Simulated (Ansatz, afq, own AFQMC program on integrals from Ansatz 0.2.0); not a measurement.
Integrals from Ansatz 0.2.0, then the random walk in our own AFQMC program (afq).

```yaml
crystal:
  periodic: [false, false, false]
  atoms:
    - {symbol: Si, position_ang: [0.000000, -0.101589, 0.514766]}
    - {symbol: O, position_ang: [0.000000, 0.107669, -0.993765]}
    - {symbol: H, position_ang: [0.000000, 1.121646, 1.430812]}
basis:
  gaussian: {orbitals: cc-pVDZ}
magnetization: {spin_polarized: true, initial_magnetization: 1}
correlation: {method: ccsd_t, electrons: outside_noble_gas, hamiltonian_folder: ham}
```

```sh
$ ansatz run in.yaml --threads 1 --pin off --events-out ev --progress --plain --max-ram 1843MiB
```

afq runs on the folder ham with

```
--method free --trial cisd --walkers 60 --time-step 0.03 --max-blocks 80 --target-error 0.0004 --factor-cut 1e-05 --seed 5400 --times 0,0.21,0.42,0.81,1.2,1.8,2.4,3 --taylor-order 8
```

Times are imaginary, in 1/Eh. The walk had a cap of 774 s.

Output of the walk:

```
orbitals 31  electrons 6 5  factors 226 of 357
reference energy -364.31591044 Eh
CCSD correlation -0.28362912 Eh in 14 cycles, weight of the determinant in the CISD state 0.8720
repeat  energy at the last time / Eh  error
    10  -364.615433  0.004063
    20  -364.612369  0.003001
    30  -364.612465  0.002363
    40  -364.612225  0.001864
    50  -364.612767  0.001602
    60  -364.612649  0.001387
    70  -364.612652  0.001250
    80  -364.612565  0.001148
time / (1/Eh)  energy / Eh  error  mean overlap
  0.00  -364.599235  0.000346  1.1460
  0.21  -364.604709  0.000391  1.1604
  0.42  -364.607191  0.000391  1.1665
  0.81  -364.610609  0.000484  1.1642
  1.20  -364.610528  0.000491  1.1853
  1.80  -364.611729  0.000621  1.1850
  2.40  -364.611272  0.000714  1.2160
  3.00  -364.612565  0.001148  1.2007
energy -364.612565 +/- 0.001148 Eh
```

The run passed its tests (error under three times the target), which doesn't prove that it has relaxed.

Against this walk (error 31.2 meV) on the same determinant: CCSD(T) 51.9 meV higher (within the noise), CCSDT(Q) 22.3 meV lower (within the noise). The error is statistical, and a free projection of finite length keeps a remainder of its start. None of these is a sure reference here.

Cautions: remainder of the start not in the error; error above the target (31.2 against 10.9 meV).

The walk took 2.8 min on 1 thread of Intel(R) Xeon(R) Platinum 8375C CPU @ 2.90GHz (Ice Lake), on a shared host. The log's last line is the free-projection energy.

CCSDT and higher add their correlation energy to the determinant of the CCSD(T) run, since their own runs factorise the integrals more tightly (a shift of under 2 meV). A walk keeps the symmetry of its determinant, which the program's search chose and which needn't be the lowest solution, so a lower state of the same spin and another symmetry isn't excluded.
